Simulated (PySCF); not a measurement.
# SiS: from constants to spectrum

RHF-CCSD(T) constants of SiS, ¹Σ⁺ (singlet), closed shell (basis Si jorge-DZP-DKH, S jorge-DZP-DKH; spin-free X2C with a Gaussian nucleus; PySCF 2.14; masses 27.9769 and 31.9721 u):

| Property | Result |
| --- | --- |
| ωe | 727.0 cm⁻¹ |
| ωexe | 2.6 cm⁻¹ |
| Be | 0.29132 cm⁻¹ |
| αe | 0.00142 cm⁻¹ |
| D (centrifugal) | 1.87e-07 cm⁻¹ |
| De to Si + S | 5.54 eV |

(1) Estimate the standard entropy (1 bar) and heat capacity of the ideal gas at 1000 K, rigid rotor with B0 and harmonic oscillator at the fundamental.

Measured values (Huber and Herzberg, Constants of Diatomic Molecules (1979)): ωe = 749.64 cm⁻¹, ωexe = 2.577 cm⁻¹, Be = 0.30352788 cm⁻¹, αe = 0.00147308 cm⁻¹.

Correlated steps freeze 10 core orbitals. Correlated levels converge slowly with the basis: in double zeta they bind strong bonds too weakly, by up to about 1 eV, and carry superposition errors of some tenths. Where the molecule has an RHF reference, its open-shell atoms are computed with UHF. The CCSD T1 diagnostic is raised, a sign that a single reference may not be enough here.

Results:

(1) Translation (Sackur–Tetrode, M = 59.95 u): 185.1 J/(mol K). Rotation: q = kT/(σB0) = 2390 with σ = 1, 73.0. Vibration: x = hcν0/kT = 1.04, 8.36. S° = 266.4 J/(mol K); Cp = 7R/2 + 7.61 = 36.7 J/(mol K).
